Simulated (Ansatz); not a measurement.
Compare A (`OC1=CCO1`) with its isomer B (`OC1=COC1`).

Program: Ansatz. Geometries: PBE0-D4/def2-TZVP. ΔE: electronic, gas phase. CCSD(T)/CBS adds triple-zeta CCSD(T) − MP2 to the extrapolated MP2 energy (def2 sets, frozen cores). Functionals use def2-TZVPP. One conformer a species, not always the lowest.

A:

Z-matrix (Å, degrees):
```
C
O 1 1.477
C 1 1.932 2 44.8
C 1 1.502 2 88.4 3 0.0
H 1 1.092 2 109.3 3 -119.0
H 1 1.092 2 109.3 3 119.0
O 3 1.323 1 170.1 2 -0.0
H 4 1.073 1 136.8 2 -180.0
H 7 0.964 3 108.4 1 0.0
```

B:

```xyz
9

O     0.671   -1.044    1.385
C     0.308   -0.179    0.419
C     0.825    0.919   -0.127
O    -0.119    1.061   -1.147
C    -0.752   -0.148   -0.650
H    -0.103   -1.307    1.891
H     1.662    1.594   -0.026
H    -1.784    0.047   -0.348
H    -0.706   -0.944   -1.397
```

**Question.** Which isomer does CCSD(T)/CBS put lower? Give the gap. (Best estimate.)

**Answer.** Computed: A, by 51.0 kJ/mol.

**Question.** Give E(B) − E(A) in kJ/mol with MP2/def2-TZVPP, CCSD(T)/def2-SVP, CCSD/def2-TZVPP, LDA (SPW92), PBE0-D4, BLYP-D4, B2PLYP. (An estimate is asked.)

**Answer.** The calculation gave: MP2/def2-TZVPP 55.9, CCSD(T)/def2-SVP 52.9, CCSD/def2-TZVPP 52.0, LDA (SPW92) 55.5, PBE0-D4 54.5, BLYP-D4 48.2, B2PLYP 53.1. None reverses the order clearly.

**Question.** Does the order hold for the free energy at 298.15 K (harmonic terms from PBE0-D4)? (An estimate is asked.)

**Answer.** Computed: Yes: G(B) − G(A) = +49.4 kJ/mol, for one conformer each.

Largest T1 diagnostic: 0.013.

From PBE to PBE0 (25 % exact exchange), in def2-TZVPP and without D4, E(B) − E(A) moves by +3.5 kJ/mol. Leaving LDA and LC-ωPBE aside and taking each functional with its dispersion term where it has one, the values, not all of them listed here, spread over 10.4 kJ/mol, from BLYP-D4 to r2SCAN0-D4. LDA lies +4.5 kJ/mol from PBE without D4.
